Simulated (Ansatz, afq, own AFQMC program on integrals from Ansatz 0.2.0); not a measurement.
Integrals from Ansatz 0.2.0, then the random walk in our own AFQMC program (afq).

```yaml
crystal:
  periodic: [false, false, false]
  atoms:
    - {symbol: Al, position_ang: [0.000000, 0.000000, 0.696811]}
    - {symbol: N, position_ang: [0.000000, 0.000000, -1.099242]}
    - {symbol: H, position_ang: [0.000000, 0.822256, -1.688737]}
    - {symbol: H, position_ang: [0.000000, -0.822256, -1.688737]}
basis:
  gaussian: {orbitals: cc-pVTZ}
magnetization: {spin_polarized: false}
correlation: {method: ccsd_t, electrons: outside_noble_gas, hamiltonian_folder: ham}
```

```sh
$ ansatz run in.yaml --threads 1 --pin off --events-out ev --progress --plain --max-ram 15360MiB --backend cuda --devices 0, --max-vram 18GiB
```

Options of the walk:

```
--method free --trial cisd --walkers 1800 --time-step 0.03 --max-blocks 4000 --target-error 0.00038 --factor-cut 1e-05 --seed 3238 --times 0,0.21,0.42,0.81,1.2,1.8,2.4,3 --taylor-order 8
```

Times are imaginary, in 1/Eh. The walk had a cap of 121 s.

afq prints:

```
orbitals 86  electrons 5 5  factors 540 of 551
reference energy -297.57688061 Eh
CCSD correlation -0.29605312 Eh in 10 cycles, weight of the determinant in the CISD state 0.8722
repeat  energy at the last time / Eh  error
    10  -297.884793  0.000325
    20  -297.884235  0.000364
    30  -297.884723  0.000337
time / (1/Eh)  energy / Eh  error  mean overlap
  0.00  -297.872938  0.000128  1.1461
  0.21  -297.879894  0.000119  1.1434
  0.42  -297.882303  0.000132  1.1386
  0.81  -297.883726  0.000129  1.1399
  1.20  -297.884449  0.000163  1.1398
  1.80  -297.884573  0.000165  1.1465
  2.40  -297.884862  0.000205  1.1439
  3.00  -297.884661  0.000331  1.1488
energy -297.884661 +/- 0.000331 Eh
```

The run passed its tests (error under three times the target), which doesn't prove that it has relaxed.

Against this walk (error 9.0 meV) on the same determinant: CCSD(T) 13.9 meV higher (within the noise), CCSDT(Q) 13.8 meV lower (within the noise). The error is statistical, and a free projection of finite length keeps a remainder of its start.

Cautions: remainder of the start not in the error.

The walk took 36 s on 1 × NVIDIA H100 80GB HBM3 with 2 threads of AMD EPYC 7R13 Processor (Zen 3) (shared host) (the card was shared). The log's last line is the free-projection energy.

CCSDT and higher add their correlation energy to the determinant of the CCSD(T) run, since their own runs factorise the integrals more tightly (a shift of under 2 meV). A walk keeps the symmetry of its determinant, which the program's search chose and which needn't be the lowest solution, so a lower state of the same spin and another symmetry isn't excluded.
